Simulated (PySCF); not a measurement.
## Gas-phase thermal properties of SF₃

Computed with PySCF (xtb for GFN2) and rigid-rotor harmonic-oscillator thermochemistry at 1 bar. The comparison is the NASA 1993 polynomial table, which mixes measured and estimated data. S°(298 K) at PBE0/def2-TZVP differs from the NASA 1993 table for SF₃ (+10 J/mol/K); whether the harmonic model or the table's entry is off was not settled. 6-31G* has spherical d functions here. Open shells (unrestricted): SF₃ (multiplicity 2). GFN2 has no spin-polarisation term. B3LYP is the form with VWN-RPA correlation. The harmonic model lacks anharmonicity and excited electronic states, which grow with temperature; levels with a mode under 35 cm⁻¹ are left out. The table's entry may be an old estimate for SF₃ (not checked at source). Warning, point group unlike the PBE0 one: SF₃ (GFN2-xTB).

| level | point group | σ | ZPE (kJ/mol) | S°298 (J/mol/K) | Cp298 (J/mol/K) | S°1000 (J/mol/K) | H1000 − H298 (kJ/mol) |
|---|---|---|---|---|---|---|---|
| table | - | - | - | 286.2 | 63.0 | 375.6 | 53.0 |
| B3LYP/6-31G* | Cs | 1 | 18.7 | 297.0 | 63.5 | 386.7 | 53.1 |
| GFN2-xTB | C2v | 2 | 16.3 | 296.4 | 66.7 | 388.1 | 54.1 |
| HF/6-31G* | Cs | 1 | 21.5 | 290.9 | 60.1 | 378.1 | 51.9 |
| PBE/def2-SVP | Cs | 1 | 17.4 | 302.7 | 65.0 | 393.3 | 53.6 |
| PBE0/def2-TZVP | Cs | 1 | 19.0 | 296.7 | 63.1 | 386.1 | 53.0 |
σ: rotational symmetry number. Electronic degeneracy used: 2. Frequencies are unscaled.
